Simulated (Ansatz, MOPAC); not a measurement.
Gas-phase reaction in SMILES: [OH+]=C=S -> O=C=[SH+]

Quantity: isomerisation energy (enthalpy at 298 K), in kcal/mol. Conventions: no spin-orbit coupling; 6-311+G** with 5d, 6d on Na to Ar in Ansatz (a first-principles code); PM7 with its own dispersion and hydrogen-bond terms; valence correlation only; six Cartesian d functions in 6-31G* and its kin unless marked 5d; non-relativistic; no dispersion term unless named. CBS(X,Y): correlation extrapolated as X^-3; Hartree-Fock from the larger set. Ab initio and DFT rows: single points at B3LYP-D3(BJ) geometries (Ansatz), with unscaled harmonic terms from B3LYP/6-31G* at its own minima. Semi-empirical rows: MOPAC heats of formation at their own minima for 298 K.

Coupled cluster (Ansatz) is a level with limits of its own, used here on species with T1 under 0.025 (0.045 for open shells) and stable references: CCSD(T)/CBS(cc-pV(T+d)Z,cc-pV(Q+d)Z).

Value to compare with, CCSD(T)/CBS(cc-pV(T+d)Z,cc-pV(Q+d)Z) (Ansatz): -4.8 kcal/mol.

```tsv
level	program	isomerisation energy (enthalpy at 298 K) (kcal/mol)	difference
PM6	MOPAC	-12.9	-8.1
PM7	MOPAC	-12.9	-8.1
HF/6-311+G**	Ansatz	-8.2	-3.4
BLYP/6-31G*	Ansatz	-3.7	1.1
B3LYP/6-31G	Ansatz	1.7	6.5
B3LYP/6-31G*	Ansatz	-3.6	1.2
B3LYP/def2-TZVPD	Ansatz	-3.8	1.0
```

3 of the 6 habitual levels lie above CCSD(T)/CBS(cc-pV(T+d)Z,cc-pV(Q+d)Z) (Ansatz); their mean absolute difference is 4.7 kcal/mol, the median 5.0.

The levels are drawn from those run, B3LYP/6-31G* more often than the rest, none by its result; runs whose electronic state is in doubt are left out.
